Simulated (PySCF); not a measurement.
C$_{2}$H$_{4}$N, charge +2, doublet, at a GFN2-xTB geometry of the parent state (a state made from the parent by changing its charge; the spin is typed, not shown lowest); CAMB3LYP/6-31G run with PySCF.

The PySCF input:
```python
from pyscf import gto, scf, dft

mol = gto.M(
    atom='''
C     0.003341    0.001255   -1.237556
C    -0.000401   -0.000151    0.148583
N    -0.003502   -0.001315    1.296926
H     0.008400    1.030122   -1.613517
H     0.893030   -0.516106   -1.612697
H    -0.888352   -0.509103   -1.617500
H    -0.006208   -0.002332    2.299072
''',
    basis='6-31g',
    charge=2,
    spin=1,
    verbose=4,
)

mf = dft.UKS(mol)
mf.xc = 'camb3lyp'
mf.kernel()
mf.analyze()
```

### Question
Write the output that PySCF gives for this input, abridged.

### Answer

```
PySCF version 2.14.0

[INPUT] verbose = 4
[INPUT] num. atoms = 7
[INPUT] num. electrons = 21
[INPUT] charge = 2
[INPUT] spin (= nelec alpha-beta = 2S) = 1
[INPUT] symmetry False subgroup None
[INPUT] Mole.unit = angstrom
[INPUT] Symbol           X                Y                Z      unit          X                Y                Z       unit  Magmom
[INPUT]  1 C      0.003341000000   0.001255000000  -1.237556000000 AA    0.006313574982   0.002371606286  -2.338641903812 Bohr   0.0
[INPUT]  2 C     -0.000401000000  -0.000151000000   0.148583000000 AA   -0.000757780176  -0.000285348645   0.280781176766 Bohr   0.0
[INPUT]  3 N     -0.003502000000  -0.001315000000   1.296926000000 AA   -0.006617820888  -0.002484989854   2.450834943828 Bohr   0.0
[INPUT]  4 H      0.008400000000   1.030122000000  -1.613517000000 AA    0.015873699446   1.946648454889  -3.049105227330 Bohr   0.0
[INPUT]  5 H      0.893030000000  -0.516106000000  -1.612697000000 AA    1.687582121020  -0.975298991245  -3.047555651908 Bohr   0.0
[INPUT]  6 H     -0.888352000000  -0.509103000000  -1.617500000000 AA   -1.678741982210  -0.962065239194  -3.056632006484 Bohr   0.0
[INPUT]  7 H     -0.006208000000  -0.002332000000   2.299072000000 AA   -0.011731419781  -0.004406841322   4.344616420656 Bohr   0.0

nuclear repulsion = 66.1816792133244
number of shells = 23
number of NR pGTOs = 82
number of NR cGTOs = 35
basis = 6-31g
ecp = {}

******** <class 'pyscf.dft.uks.UKS'> ********
method = UKS
initial guess = minao
damping factor = 0
level_shift factor = 0
DIIS = <class 'pyscf.scf.diis.CDIIS'>
diis_start_cycle = 1
diis_space = 8
diis_damp = 0
SCF conv_tol = 1e-09
SCF conv_tol_grad = None
SCF max_cycles = 50
direct_scf = True
direct_scf_tol = 1e-13
number electrons alpha = 11  beta = 10
XC library pyscf.dft.libxc version 7.1.2
    S. Lehtola, C. Steigemann, M. J. T. Oliveira, and M. A. L. Marques,  SoftwareX 7, 1–5 (2018)
XC functionals = camb3lyp
    T. Yanai, D. P. Tew, and N. C. Handy,  Chem. Phys. Lett. 393, 51 (2004)
radial grids:
    Treutler-Ahlrichs [JCP 102, 346 (1995); DOI:10.1063/1.469408] (M4) radial grids

becke partition: Becke, JCP 88, 2547 (1988); DOI:10.1063/1.454033
pruning grids: <function nwchem_prune>
grids dens level: 3
symmetrized grids: False
atomic radii adjust function: <function treutler_atomic_radii_adjust>
small_rho_cutoff = 0
Set gradient conv threshold to 3.16228e-05
tot grids = 81376
init E= -133.717683424702

cycle= 1 E= -132.114065586713  delta_E=  1.6  |g|= 0.373  |ddm|= 1.76
cycle= 2 E= -132.143553061842  delta_E= -0.0295  |g|= 0.347  |ddm|= 0.802
cycle= 3 E= -132.204271122744  delta_E= -0.0607  |g|= 0.112  |ddm|= 0.326
cycle= 4 E= -132.21062846668  delta_E= -0.00636  |g|= 0.0401  |ddm|=  0.1
cycle= 5 E= -132.211548237054  delta_E= -0.00092  |g|= 0.0202  |ddm|= 0.0406
cycle= 6 E= -132.211837059487  delta_E= -0.000289  |g|= 0.00815  |ddm|= 0.0164
cycle= 7 E= -132.212013631632  delta_E= -0.000177  |g|= 0.00203  |ddm|= 0.027
cycle= 8 E= -132.212025066723  delta_E= -1.14e-05  |g|= 0.000811  |ddm|= 0.00663
cycle= 9 E= -132.212027004733  delta_E= -1.94e-06  |g|= 0.000197  |ddm|= 0.00295
cycle= 10 E= -132.212027333181  delta_E= -3.28e-07  |g|= 0.000156  |ddm|= 0.000936
cycle= 11 E= -132.212027642169  delta_E= -3.09e-07  |g|= 0.00015  |ddm|= 0.00092
cycle= 12 E= -132.212027871778  delta_E= -2.3e-07  |g|= 0.000149  |ddm|= 0.000688
cycle= 13 E= -132.212028466254  delta_E= -5.94e-07  |g|= 0.000149  |ddm|= 0.00178
cycle= 14 E= -132.212028326604  delta_E= 1.4e-07  |g|= 0.000149  |ddm|= 0.000419
cycle= 15 E= -132.212028123948  delta_E= 2.03e-07  |g|= 0.000149  |ddm|= 0.000608
cycle= 16 E= -132.212028197047  delta_E= -7.31e-08  |g|= 0.000149  |ddm|= 0.000219
cycle= 17 E= -132.212023942673  delta_E= 4.25e-06  |g|= 0.00015  |ddm|= 0.0128
cycle= 18 E= -132.212024343241  delta_E= -4.01e-07  |g|= 0.000151  |ddm|= 0.00121
cycle= 19 E= -132.212009446544  delta_E= 1.49e-05  |g|= 0.000294  |ddm|= 0.0464
cycle= 20 E= -132.211968821142  delta_E= 4.06e-05  |g|= 0.00365  |ddm|= 0.102
cycle= 21 E= -132.212042361888  delta_E= -7.35e-05  |g|= 0.000522  |ddm|= 0.202
cycle= 22 E= -132.211844180152  delta_E= 0.000198  |g|= 0.0104  |ddm|= 0.327
cycle= 23 E= -132.211985021044  delta_E= -0.000141  |g|= 0.00118  |ddm|= 0.129
cycle= 24 E= -132.211946485525  delta_E= 3.85e-05  |g|= 0.0054  |ddm|= 0.0907
cycle= 25 E= -132.211980187473  delta_E= -3.37e-05  |g|= 0.00166  |ddm|= 0.0454
cycle= 26 E= -132.211983340478  delta_E= -3.15e-06  |g|= 0.000954  |ddm|= 0.0204
cycle= 27 E= -132.211983698614  delta_E= -3.58e-07  |g|= 0.000367  |ddm|= 0.0265
cycle= 28 E= -132.211983873397  delta_E= -1.75e-07  |g|= 2.09e-05  |ddm|= 0.00287
cycle= 29 E= -132.211983872578  delta_E= 8.19e-10  |g|= 4.67e-05  |ddm|= 0.000728
cycle= 30 E= -132.211983874285  delta_E= -1.71e-09  |g|= 1.54e-06  |ddm|= 0.000567
cycle= 31 E= -132.211983873717  delta_E= 5.69e-10  |g|= 1.09e-05  |ddm|= 0.000805
Extra cycle  E= -132.211983873854  delta_E= -1.37e-10  |g|= 3.83e-06  |ddm|= 1.78e-05
converged SCF energy = -132.211983873854  <S^2> = 0.77455657  2S+1 = 2.0244076
**** SCF Summaries ****
Total Energy =                        -132.211983873853995
Nuclear Repulsion Energy =              66.181679213324401
One-electron Energy =                 -295.500384722549427
Two-electron Energy =                   97.106721635371031
Two-electron Coulomb Energy =          115.550851789707934
DFT Exchange-Correlation Energy =      -18.444130154336911
**** MO energy ****
                             alpha | beta                alpha | beta
MO #1   energy= -15.0933957014966  | -15.0803681112737  occ= 1 | 1
MO #2   energy= -10.9719157907984  | -10.9740197866956  occ= 1 | 1
MO #3   energy= -10.8399508259587  | -10.8352257163348  occ= 1 | 1
MO #4   energy= -1.67782660438945  | -1.6487005146403   occ= 1 | 1
MO #5   energy= -1.43381854021898  | -1.41621258279949  occ= 1 | 1
MO #6   energy= -1.29760141151171  | -1.28230379465869  occ= 1 | 1
MO #7   energy= -1.12703775918895  | -1.11016118364894  occ= 1 | 1
MO #8   energy= -1.11291408748459  | -1.07885960567375  occ= 1 | 1
MO #9   energy= -1.08551956268645  | -1.0418812780116   occ= 1 | 1
MO #10  energy= -1.02737236963631  | -0.97476968756959  occ= 1 | 1
MO #11  energy= -0.989678965134801 | -0.791354439434349 occ= 1 | 0
MO #12  energy= -0.512830141249588 | -0.49120783733228  occ= 0 | 0
MO #13  energy= -0.495453608094093 | -0.473570751879363 occ= 0 | 0
MO #14  energy= -0.335165236421054 | -0.327076352774907 occ= 0 | 0
MO #15  energy= -0.287597293871293 | -0.280842605915951 occ= 0 | 0
MO #16  energy= -0.245003565290865 | -0.224643573255619 occ= 0 | 0
MO #17  energy= -0.233068434659691 | -0.221082786539502 occ= 0 | 0
MO #18  energy= -0.224504366780554 | -0.220392716891007 occ= 0 | 0
MO #19  energy= -0.130721680503308 | -0.127536664869376 occ= 0 | 0

To work with the spin densities directly, `use mulliken_meta_spin()` only printing them here.

 ** Mulliken spin pop alpha/beta on meta-lowdin orthogonal AOs **
 ** Mulliken Spin Density (per AO)  **
spin_pop of  0 C 1s       -0.00000
spin_pop of  0 C 2s       -0.00222
spin_pop of  0 C 3s        0.00015
spin_pop of  0 C 2px       0.07170
spin_pop of  0 C 2py       0.23066
spin_pop of  0 C 2pz      -0.00081
spin_pop of  0 C 3px       0.00077
spin_pop of  0 C 3py       0.00160
spin_pop of  0 C 3pz       0.00056
spin_pop of  1 C 1s        0.00000
spin_pop of  1 C 2s       -0.01115
spin_pop of  1 C 3s        0.00013
spin_pop of  1 C 2px      -0.04043
spin_pop of  1 C 2py      -0.04806
spin_pop of  1 C 2pz      -0.00904
spin_pop of  1 C 3px       0.00049
spin_pop of  1 C 3py       0.00145
spin_pop of  1 C 3pz      -0.00011
spin_pop of  2 N 1s       -0.00001
spin_pop of  2 N 2s        0.02047
spin_pop of  2 N 3s       -0.00017
spin_pop of  2 N 2px       0.15502
spin_pop of  2 N 2py       0.39921
spin_pop of  2 N 2pz       0.00919
spin_pop of  2 N 3px       0.00029
spin_pop of  2 N 3py       0.00054
spin_pop of  2 N 3pz      -0.00008
spin_pop of  3 H 1s        0.11925
spin_pop of  3 H 2s        0.00432
spin_pop of  4 H 1s        0.11934
spin_pop of  4 H 2s        0.00432
spin_pop of  5 H 1s       -0.00991
spin_pop of  5 H 2s        0.00003
spin_pop of  6 H 1s       -0.01688
spin_pop of  6 H 2s       -0.00065
 ** Mulliken Spin Density (per atom)  **
spin density of  0 C =      0.30242
spin density of  1 C =     -0.10671
spin density of  2 N =      0.58447
spin density of  3 H =      0.12357
spin density of  4 H =      0.12366
spin density of  5 H =     -0.00988
spin density of  6 H =     -0.01753
 ** Mulliken pop alpha/beta on meta-lowdin orthogonal AOs **
 ** Mulliken pop       alpha | beta **
pop of  0 C 1s        0.99993 | 0.99994
pop of  0 C 2s        0.51275 | 0.51497
pop of  0 C 3s        0.00223 | 0.00208
pop of  0 C 2px       0.62210 | 0.55040
pop of  0 C 2py       0.61576 | 0.38510
pop of  0 C 2pz       0.48605 | 0.48685
pop of  0 C 3px       0.00347 | 0.00270
pop of  0 C 3py       0.00393 | 0.00233
pop of  0 C 3pz       0.00945 | 0.00889
pop of  1 C 1s        0.99994 | 0.99994
pop of  1 C 2s        0.45065 | 0.46180
pop of  1 C 3s        0.01028 | 0.01016
pop of  1 C 2px       0.35479 | 0.39521
pop of  1 C 2py       0.33735 | 0.38542
pop of  1 C 2pz       0.52029 | 0.52932
pop of  1 C 3px       0.00546 | 0.00496
pop of  1 C 3py       0.00552 | 0.00406
pop of  1 C 3pz       0.00945 | 0.00955
pop of  2 N 1s        0.99995 | 0.99995
pop of  2 N 2s        0.61348 | 0.59301
pop of  2 N 3s        0.00588 | 0.00605
pop of  2 N 2px       0.68084 | 0.52582
pop of  2 N 2py       0.69514 | 0.29593
pop of  2 N 2pz       0.66421 | 0.65503
pop of  2 N 3px       0.00166 | 0.00138
pop of  2 N 3py       0.00180 | 0.00126
pop of  2 N 3pz       0.00507 | 0.00515
pop of  3 H 1s        0.36738 | 0.24813
pop of  3 H 2s        0.01136 | 0.00704
pop of  4 H 1s        0.36740 | 0.24806
pop of  4 H 2s        0.01137 | 0.00704
pop of  5 H 1s        0.33903 | 0.34894
pop of  5 H 2s        0.00888 | 0.00886
pop of  6 H 1s        0.26437 | 0.28125
pop of  6 H 2s        0.01274 | 0.01339
In total            11.00000 | 10.00000
 ** Mulliken atomic charges   ( Nelec_alpha | Nelec_beta ) **
charge of  0C =     -0.20895  (     3.25568      2.95327 )
charge of  1C =      0.50584  (     2.69373      2.80044 )
charge of  2N =      0.24838  (     3.66804      3.08358 )
charge of  3H =      0.36608  (     0.37875      0.25518 )
charge of  4H =      0.36612  (     0.37877      0.25511 )
charge of  5H =      0.29429  (     0.34791      0.35779 )
charge of  6H =      0.42824  (     0.27712      0.29464 )

WARN: System has nonzero charge 2; the dipole moment is origin-dependent.
Location of origin: [0. 0. 0.]

Dipole moment(X, Y, Z, Debye):  0.28084,  0.16038, -0.18499
```
